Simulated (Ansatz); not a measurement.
Consider a ladder of basis sets of AlH2O2, SMILES [OH][Al][OH] (the Python package of Ansatz (0.2.0)).

`basis.py`:
```python
"""Basis-set convergence for AlH2O2."""

from dataclasses import dataclass

import ansatz as az
from ase import Atoms


@dataclass
class RunConfig:
    functional: str = "hf"


cfg = RunConfig()

atoms = Atoms(["O", "Al", "O", "H", "H"], positions=[
    (-1.5954, -0.0803, 0.1092),
    (-0.0181, -0.8802, 0.0556),
    (1.4441, -0.0171, 0.6786),
    (-1.6242, 0.4514, -0.7728),
    (1.8435, 0.4525, -0.1119),
])
molecule = az.Crystal.molecule_from_ase(atoms)

job = molecule.calculation()
job = job.functional(cfg.functional)
job = job.spin("collinear", total=1)

energies = {}
for basis in ["STO-3G", "6-31G", "6-31G*", "def2-SVP", "def2-SVPD", "def2-TZVP", "def2-TZVPP"]:
    r = job.basis(gaussian=basis).run(threads=1, pin="off").report
    size = r["n_frozen"] + r["n_occupied"][0] + r["n_virtual"][0]
    energies[basis] = (r["reference_energy_ev"] / 27.211386246, r["free_energy_ev"] / 27.211386246)
    print(f"{basis:14s} {size:4d} orbitals  reference {energies[basis][0]:14.6f} Ha  total {energies[basis][1]:14.6f} Ha")

last = energies["def2-TZVPP"][1]
for basis, (_, total) in energies.items():
    print(f"{basis:14s} lies {27.211386 * (total - last):9.4f} eV above def2-TZVPP")
```

How far does the total energy move along this ladder of basis sets?

Against STO-3G: 6-31G -4916.5 mHa, 6-31G* -4990.4 mHa, def2-SVP -4815.2 mHa, def2-SVPD -4839.5 mHa, def2-TZVP -5099.1 mHa and def2-TZVPP -5102.2 mHa. The last step alone is -3.03 mHa (these two sets differ little on atoms other than hydrogen).

What the script printed:

```console
$ python basis.py
STO-3G           21 orbitals  reference    -387.836591 Ha  total    -387.836591 Ha
6-31G            35 orbitals  reference    -392.753126 Ha  total    -392.753126 Ha
6-31G*           53 orbitals  reference    -392.827004 Ha  total    -392.827004 Ha
def2-SVP         56 orbitals  reference    -392.651839 Ha  total    -392.651839 Ha
def2-SVPD        86 orbitals  reference    -392.676045 Ha  total    -392.676045 Ha
def2-TZVP       111 orbitals  reference    -392.935734 Ha  total    -392.935734 Ha
def2-TZVPP      132 orbitals  reference    -392.938765 Ha  total    -392.938765 Ha
STO-3G         lies  138.8372 eV above def2-TZVPP
6-31G          lies    5.0515 eV above def2-TZVPP
6-31G*         lies    3.0412 eV above def2-TZVPP
def2-SVP       lies    7.8076 eV above def2-TZVPP
def2-SVPD      lies    7.1490 eV above def2-TZVPP
def2-TZVP      lies    0.0825 eV above def2-TZVPP
def2-TZVPP     lies    0.0000 eV above def2-TZVPP
```

The settings weren't tested for convergence. The geometry is a force-field or estimated start, not a minimum of this method, and the last set is no limit. Much of the fall in a total is atomic energy, which cancels in bond and reaction energies. The species is open-shell (spin multiplicity 2). Totals across families of basis sets mostly measure their core functions. Timing: 2 s on 1 thread of AMD EPYC 9R45 96-Core Processor (Zen 5) (shared host), peak memory 0.3 GiB.

(Lines on the test bed's own set-up are left out of the output.)
